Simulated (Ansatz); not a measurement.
The first iterations of a band of CH5AlO (8 atoms, charge 0, multiplicity 1).

Computed with Ansatz 0.2.0, RKS r2SCANh-D4/def2-SVP.

```
movable images  : 7
climbing image  : yes
spring          : 5.0 eV/Å²
optimiser       : quadratic models (default)
start path      : through a guess of the saddle point
force threshold : 0.05 eV/Å
iteration limit : 60
end points      : relaxed
```

Initial state:

```xyz
8
Properties=species:S:1:pos:R:3
Al -0.052 -0.055 -0.729
H 0.119 0.789 -2.065
O -0.505 -1.695 -0.850
H -0.673 -2.176 -1.662
C 0.230 0.664 1.050
H 1.271 1.000 1.187
H 0.011 -0.076 1.834
H -0.401 1.549 1.235
```

Final state:

```xyz
8
Properties=species:S:1:pos:R:3
Al -0.277 -1.003 0.055
H 0.014 0.397 -2.027
O -0.686 -2.388 -0.646
H -0.189 -0.333 -2.137
C 0.210 0.589 1.040
H 1.236 0.900 0.794
H 0.158 0.414 2.125
H -0.466 1.423 0.797
```

| iteration | highest image above the first end (eV) | largest band force component (eV/Å) |
| --- | --- | --- |
| 1 | 2.858 | 10.610 |
| 2 | 2.797 | 2.395 |
| 3 | 2.782 | 1.505 |
| 4 | 2.775 | 1.265 |
| 5 | 2.773 | 0.945 |
| 6 | 2.773 | 0.585 |
| 7 | 2.769 | 0.311 |

Question: Does the band converge within its limit, and where does its top end?

Answer: It converged. It ended after 21 iterations with the highest image 2.768 eV above the first end. A vibrational analysis at the climbing image gives one clearly imaginary mode, 773i cm⁻¹: a first-order saddle point. The orbitals stay closed-shell, which can raise the energy where a bond breaks towards radicals; this wasn't checked here.

Run time: 120 s on 2 threads of INTEL(R) XEON(R) PLATINUM 8581C CPU @ 2.10GHz (Emerald Rapids), on a shared host, peak memory 0.17 GiB.
